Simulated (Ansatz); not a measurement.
# HB–AlH, triplet: vertical spin and charge gaps

Geometry (PBE0/def2-TZVP stationary point for this spin, not checked as a minimum):

```xyz
4

B     0.0000    0.0000    1.0513
Al    0.0000    0.0000   -0.8575
H     0.0000    0.0000    2.2344
H     0.0000    0.0000   -2.4283
```

Basis 6-31G; Ansatz 0.2.0. Only valence electrons are correlated (noble-gas cores frozen). R marks a restricted (for open shells ROHF) determinant, U an unrestricted one. Active spaces: valence = (8e, 10o) chosen from the atoms' valence shells.

Gaps are energies of the second state less the first, at fixed atoms, for a selection of the levels run; each method lands on the state that its own search finds for that charge and spin.

For open shells CISD and CISDTQ are restricted-active-space CI with the open shells as a complete middle space. The determinant of the HB–AlH singlet fills πx and πy unequally, so it is a mixture of Σ and Δ, which weighs on every level built on one determinant.

Quintet less triplet: 5.733 eV at full CI (triplet A2, quintet A2, in C2v).

Large singles or doubles amplitudes warn of static correlation in the HB–AlH quintet.

| level | gap (eV) | error (meV) |
| --- | --- | --- |
| BCCD(T) | 5.749 | 16 |
| RCCSDT | 5.736 | 3 |
| CISDTQ | 5.729 | -4 |
| RCCSDTQ | 5.733 | 0 |
| CASSCF (valence space) | 5.918 | 185 |
| MRCISD+Q (valence space) | 5.741 | 8 |
| PBE | 5.686 | -47 |
| r2SCAN | 5.728 | -5 |
| B3LYP | 5.963 | 230 |
| B2PLYP | 6.017 | 284 |

Task: PBE gives 7.866 eV for removing an electron, to the doublet. Estimate what full CI gives in 6-31G.

Result: Full CI in 6-31G gives 7.269 eV, so against it PBE is off by 0.597 eV, of which a good part can be the reference's own basis and frozen-core error.

```
                 level  gap (eV)  error (meV)
                   RHF     6.777         -492
                 RCCSD     7.230          -39
              RCCSD(T)     7.259          -10
              UCCSD(T)     7.259          -10
                RCCSDT     7.264           -5
                UCCSDT     7.265           -4
                CISDTQ     7.265           -4
CASSCF (valence space)     7.020         -249
                  PBE0     7.789          520
               wB97M-V     7.527          258
```

Task: PBE gives 11.120 eV for removing an electron, to the quartet. Estimate what full CI gives in 6-31G.

Result: Full CI in 6-31G gives 10.899 eV, so against it PBE is off by 0.221 eV, of which a good part can be the reference's own basis and frozen-core error.

```csv
level,gap (eV),error (meV)
RMP2,11.033,134
CISD,10.876,-23
RCCSD,10.929,30
UCCSD(T),10.914,15
UCCSDT,10.898,-1
RCCSDTQ,10.899,0
CASSCF (valence space),10.743,-156
r2SCAN,11.231,332
B2PLYP,11.287,388
```

Singlet less triplet: 0.649 eV at full CI (triplet A2, singlet A1, in C2v).

By full CI's occupations no single determinant describes the singlet well.

| level | gap (eV) | error (meV) |
| --- | --- | --- |
| RHF | 1.100 | 451 |
| CISD | 0.826 | 177 |
| RCCSD | 0.749 | 100 |
| RCCSD(T) | 0.728 | 79 |
| BCCD(T) | 0.728 | 79 |
| RCCSDT* | 0.676 | 27 |
| CISDTQ | 0.687 | 38 |
| RCCSDT(Q)* | 0.648 | -1 |
| NEVPT2 (valence space) | 0.646 | -3 |
| MRCISD (valence space) | 0.647 | -2 |

An asterisk marks runs whose energy the program itself flagged as in doubt.

In so small a basis the reference is far from its limit while semilocal and hybrid functionals are nearer theirs (RPA and double hybrids share part of the reference's basis error), so the functionals' errors here hold much of the reference's basis and frozen-core error, which can add to them or hide them. The set has no polarisation functions, which weighs most on the reference.

Full CI is exact within this basis and frozen core; it isn't the basis-set limit. The frozen core follows each run's orbitals, which can shift R against U totals by a few meV.
